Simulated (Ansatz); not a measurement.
Conformers of C₄H₁₀O (`CCCOC`), each relaxed with PBE0-D4/def2-TZVP in Ansatz. CBS adds the triple-zeta coupled-cluster correction to the MP2 limit.

Not all of them had a frequency check.

Conformer A:

Cartesian coordinates in Å:
```
C -1.618 0.529 -1.545
C -0.808 -0.502 -0.781
C 0.175 0.138 0.170
O 0.891 -0.864 0.843
C 1.824 -0.340 1.744
H -2.194 1.166 -0.868
H -2.324 0.051 -2.227
H -0.973 1.181 -2.141
H -1.470 -1.159 -0.208
H -0.255 -1.144 -1.474
H 0.869 0.792 -0.384
H -0.357 0.776 0.895
H 2.332 -1.179 2.220
H 2.571 0.285 1.235
H 1.338 0.268 2.521
```

Conformer B:

Z-matrix (Å, degrees):
```
C
C 1 1.519
H 1 1.091 2 110.8
H 1 1.094 2 111.0 3 119.7
H 1 1.092 2 111.3 3 -120.3
C 2 1.511 1 113.1 3 -59.5
H 2 1.095 1 110.3 3 179.6
H 2 1.095 1 110.2 3 62.1
O 6 1.405 2 109.3 1 62.9
H 6 1.103 2 110.2 1 -57.9
H 6 1.101 2 110.4 1 -176.1
C 9 1.398 6 112.5 2 -178.6
H 12 1.090 9 107.7 6 179.9
H 12 1.100 9 111.6 6 -60.6
H 12 1.100 9 111.6 6 60.5
```

(1) Which is lowest in electronic energy at CCSD(T)/CBS (frozen core, def2 sets), and by how much? (Estimate.)

(2) Give the energies relative to B (kJ/mol) with PBE0-D4/def2-TZVPP, B3LYP-D4/def2-TZVPP, r2SCAN/def2-TZVPP, PBE0/def2-TZVPP, HF/def2-QZVPP, MP2/def2-QZVPP, MP2/CBS(def2). (Best estimate.)

## Answers

(1) The calculation gave: B; A lies 0.7 kJ/mol higher. Gaps under about 2 kJ/mol don't settle the order.

(2) Ansatz gave: 
```
              level     A
 PBE0-D4/def2-TZVPP   0.8
B3LYP-D4/def2-TZVPP   1.2
  r2SCAN/def2-TZVPP   0.7
    PBE0/def2-TZVPP   0.2
      HF/def2-QZVPP  -0.7
     MP2/def2-QZVPP   1.1
      MP2/CBS(def2)   1.0
```

B3LYP here is the variant with VWN-RPA as its local correlation; programs differ in this.
